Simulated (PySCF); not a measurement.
SiH4, SMILES [SiH4]. Coordinates come from a ωB97X-D3(BJ)/def2-TZVPD optimisation. The isomer is the one that the SMILES or the coordinates give; other isomers of the formula were not compared.

TDA-ωB97X/def2-TZVPD (PySCF) puts the lowest singlet excitations at 9.27, 9.27, 9.27, 9.54, 9.54, 9.60 eV and the lowest triplet (TDA) at 8.93 eV.

### Question
What are the lowest singlet roots from PySCF 2.14.0 with EOM-CCSD/aug-cc-pVDZ? (Estimate from the structure and the level; the computed values follow.)

### Answer
9.35, 9.35, 9.35, 9.41, 9.41, 9.41 eV; triplets 8.67, 8.67, 8.67 eV. S1 differs by 0.08 eV (second minus first; roots are paired by order, and the bases may differ).
